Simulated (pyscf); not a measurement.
Structures and frequencies: ωB97X-D3(BJ)/def2-SVP in PySCF.

Q: For the elementary gas-phase step F–SiH₂–SiH₂• + hydrogen (H₂) → F–SiH₂–SiH₃ + H atom (H•) (doublet surface; H–H broken, H–Si formed), what barrier and reaction energy does ωB97M-D3(BJ)/def2-TZVP give, measured from the separated reactants?

A: ΔE‡ = 19.2 kcal/mol, ΔE = +14.9 kcal/mol. Zero-point energy shifts the barrier by -0.9 kcal/mol. It is a hydrogen abstraction, with an imaginary mode of 941i cm⁻¹. This is the saddle that the search found; another between the same sides may lie lower. The angle at the transferred H is 177°.
